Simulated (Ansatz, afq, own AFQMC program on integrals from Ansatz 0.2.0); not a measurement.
Two steps: Ansatz 0.2.0 writes the Fock matrix and Cholesky factors of the valence space, and afq projects on them the lowest state that overlaps trial and start.

```yaml
crystal:
  periodic: [false, false, false]
  atoms:
    - {symbol: B, position_ang: [-0.197188, 0.000000, -1.687375]}
    - {symbol: N, position_ang: [-1.129119, 0.000000, -0.836406]}
    - {symbol: Ga, position_ang: [0.257405, 0.000000, 0.429664]}
basis:
  gaussian: {orbitals: cc-pVDZ}
magnetization: {spin_polarized: true, initial_magnetization: 1}
correlation: {method: ccsd_t, electrons: outside_noble_gas, hamiltonian_folder: ham}
```

```sh
$ ansatz run in.yaml --threads 1 --pin off --events-out ev --progress --plain --max-ram 1382MiB
```

afq runs on the folder ham with

```
--method free --trial cisd --walkers 60 --time-step 0.03 --max-blocks 80 --target-error 0.0004 --factor-cut 1e-05 --seed 8316 --times 0,0.21,0.42,0.81,1.2,1.8,2.4,3 --taylor-order 8
```

Times are imaginary, in 1/Eh. The walk had a cap of 1475 s. Filled inner d shells are frozen with the cores.

```
orbitals 39  electrons 6 5  factors 322 of 593
reference energy -2002.29244138 Eh
CCSD correlation -0.28213316 Eh in 18 cycles, weight of the determinant in the CISD state 0.7980
repeat  energy at the last time / Eh  error
    10  -2002.585688  0.003368
    20  -2002.584767  0.002383
    30  -2002.586878  0.002429
    40  -2002.589012  0.002166
    50  -2002.589111  0.001867
    60  -2002.588936  0.001629
    70  -2002.588728  0.001556
    80  -2002.588695  0.001386
time / (1/Eh)  energy / Eh  error  mean overlap
  0.00  -2002.575346  0.000498  1.2548
  0.21  -2002.581600  0.000549  1.2609
  0.42  -2002.583980  0.000506  1.2776
  0.81  -2002.586898  0.000594  1.2913
  1.20  -2002.588380  0.000690  1.2869
  1.80  -2002.590501  0.000997  1.3199
  2.40  -2002.590272  0.001070  1.3292
  3.00  -2002.588695  0.001386  1.3766
energy -2002.588695 +/- 0.001386 Eh
```

(1) Estimate how long the walk took on 1 thread of Intel(R) Xeon(R) 6975P-C (Granite Rapids), on a shared host.

The run failed at least one of its tests; the cautions name the faults.

Against this walk (error 37.7 meV) on the same determinant: CCSD(T) 12.5 meV lower (within the noise). The error is statistical, and a free projection of finite length keeps a remainder of its start. The determinant has ⟨S²⟩ = 1.01, so the low cluster orders mix in higher spin, and so can this walk. None of these is a sure reference here. The last points scatter (meV from the last: 49 ± 16 at 0.81, 9 ± 19 at 1.20, -49 ± 27 at 1.80, -43 ± 29 at 2.40, 0 ± 38 at 3.00); the last is the one printed as the energy, and the gaps above move with that scatter.

Cautions: remainder of the start not in the error; start is not spin pure; error above the target (37.7 against 10.9 meV); no relativity below Rb; no spin-orbit coupling; inner d shell frozen; higher spins were not checked; strong correlation (T1 0.057, weight of the determinant 0.80, largest double 0.08); unrestricted determinant spin contaminated (⟨S²⟩ 1.01 against 0.75).

Results:

(1) 3.6 min of wall time.

A walk keeps the symmetry of its determinant, which the program's search chose and which needn't be the lowest solution, so a lower state of the same spin and another symmetry isn't excluded.
